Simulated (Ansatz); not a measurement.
**Molecular dynamics of CH₂AlN**

input.yaml

```yaml
crystal:
  periodic: [false, false, false]
  atoms:
    - { symbol: C, position_ang: [-0.550245, -0.712389, 0.16246] }
    - { symbol: "N", position_ang: [0.306417, -0.556062, 1.033756] }
    - { symbol: Al, position_ang: [0.17669, 1.002822, -0.967385] }
    - { symbol: H, position_ang: [-1.389427, -1.348939, -0.119586] }
    - { symbol: H, position_ang: [1.456565, 1.614578, -0.109245] }
basis:
  gaussian: { orbitals: "6-31G" }
hamiltonian:
  xc: revpbe
md:
  timestep: 0.5
  n_steps: 400
  ensemble: nve
  temperature: 300.0
  initial_velocities: maxwell_boltzmann
  seed: 799856
scf:
  lower_state_search: "off"
```

Run as:

```bash
$ ansatz run input.yaml --threads 1 --pin off --max-ram 2048MiB --backend cpu --events-out ev --progress --plain --runs-dir out
```

It starts from a relaxed structure.

Output, in part (step lines, the closing report, with atoms numbered from 0):

```
md step     0: t =     0.00 fs  T =   300.0 K  F+E_penalty+E_count = -9150.65964974 eV  E_kin = 0.116334 eV  conserved = -9150.54331574 eV  (16 SCF iters)
md step     1: t =     0.50 fs  T =   291.0 K  F+E_penalty+E_count = -9150.65607601 eV  E_kin = 0.112833 eV  conserved = -9150.54324286 eV  (21 SCF iters)
md step     2: t =     1.00 fs  T =   266.4 K  F+E_penalty+E_count = -9150.64639677 eV  E_kin = 0.103309 eV  conserved = -9150.54308806 eV  (21 SCF iters)
md step     3: t =     1.50 fs  T =   232.3 K  F+E_penalty+E_count = -9150.63299907 eV  E_kin = 0.090096 eV  conserved = -9150.54290274 eV  (21 SCF iters)
md step     4: t =     2.00 fs  T =   196.2 K  F+E_penalty+E_count = -9150.61879566 eV  E_kin = 0.076064 eV  conserved = -9150.54273155 eV  (21 SCF iters)
md step     5: t =     2.50 fs  T =   164.8 K  F+E_penalty+E_count = -9150.60650503 eV  E_kin = 0.063899 eV  conserved = -9150.54260642 eV  (14 SCF iters)
md step     6: t =     3.00 fs  T =   143.3 K  F+E_penalty+E_count = -9150.59812350 eV  E_kin = 0.055577 eV  conserved = -9150.54254664 eV  (14 SCF iters)
md step     7: t =     3.50 fs  T =   134.2 K  F+E_penalty+E_count = -9150.59460284 eV  E_kin = 0.052043 eV  conserved = -9150.54256025 eV  (14 SCF iters)
[... lines left out ...]
md step   397: t =   198.50 fs  T =   206.2 K  F+E_penalty+E_count = -9150.62296192 eV  E_kin = 0.079957 eV  conserved = -9150.54300513 eV  (21 SCF iters)
md step   398: t =   199.00 fs  T =   233.5 K  F+E_penalty+E_count = -9150.63376424 eV  E_kin = 0.090548 eV  conserved = -9150.54321667 eV  (21 SCF iters)
md step   399: t =   199.50 fs  T =   247.2 K  F+E_penalty+E_count = -9150.63915845 eV  E_kin = 0.095844 eV  conserved = -9150.54331399 eV  (21 SCF iters)
md step   400: t =   200.00 fs  T =   243.1 K  F+E_penalty+E_count = -9150.63754333 eV  E_kin = 0.094266 eV  conserved = -9150.54327728 eV  (21 SCF iters)
Total energy: -9150.63758600 eV, -336.2797287605 hartree
Atom 0 at    -0.550232    -0.721169     0.171011 Å, force    -0.271775     0.112142     0.041046 eV/Å
Atom 1 at     0.305367    -0.576926     1.043774 Å, force     0.043631     0.020269    -0.052730 eV/Å
Atom 2 at     0.183006     1.009655    -0.976759 Å, force    -0.269888    -0.181647    -0.115127 eV/Å
Atom 3 at    -1.457650    -1.286310    -0.075475 Å, force     0.272067     0.011254    -0.033848 eV/Å
Atom 4 at     1.370155     1.763594    -0.143539 Å, force     0.225965     0.037981     0.160659 eV/Å
Dipole moment:    -0.325601    -0.076174    -0.282340 e Å
```

The steps, from the saved trajectory:

```tsv
time (fs)	T (K)	potential energy less start (eV)	conserved less start (meV/atom)
0.0	300	0.000	0.00
6.5	172	0.050	0.06
13.0	51	0.097	0.16
19.5	184	0.046	0.09
26.0	142	0.062	0.06
32.5	109	0.074	0.08
39.0	169	0.052	0.12
45.5	131	0.066	0.15
52.0	175	0.049	0.04
58.5	189	0.043	0.02
65.0	88	0.083	0.15
71.5	130	0.067	0.15
78.0	141	0.062	0.07
84.5	131	0.066	0.07
91.0	216	0.033	0.09
97.5	140	0.063	0.14
104.0	96	0.080	0.11
110.5	217	0.032	0.03
117.0	147	0.060	0.09
123.5	17	0.111	0.19
130.0	149	0.059	0.11
136.5	227	0.029	0.03
143.0	159	0.055	0.06
149.5	152	0.058	0.13
156.0	137	0.064	0.13
162.5	131	0.066	0.08
169.0	163	0.053	0.04
175.5	86	0.084	0.14
182.0	140	0.063	0.15
188.5	233	0.026	0.02
195.0	132	0.066	0.05
```

The run went to its last step. The conserved energy stayed within 0.19 meV per atom of its start (net change 0.0078 meV per atom), so the integration is sound. The temperature averaged 0.50 of the 300 K drawn at the start: a run that starts near a minimum puts about half its kinetic energy into the potential. A run of 0.2 ps of so small a system gives no equilibrium averages. Limits of this set-up: no polarisation functions.

The same pairs are bonded in the first frame and the last. Pairs count as bonded within 1.25 times the sum of covalent radii (0.12 Å more for H–H).

Last frame:

```xyz
5
Properties=species:S:1:pos:R:3
C -0.550 -0.721 0.171
N 0.305 -0.577 1.044
Al 0.183 1.010 -0.977
H -1.458 -1.286 -0.075
H 1.370 1.764 -0.143
```

Run time: 4.5 min on 1 CPU thread of a shared host.
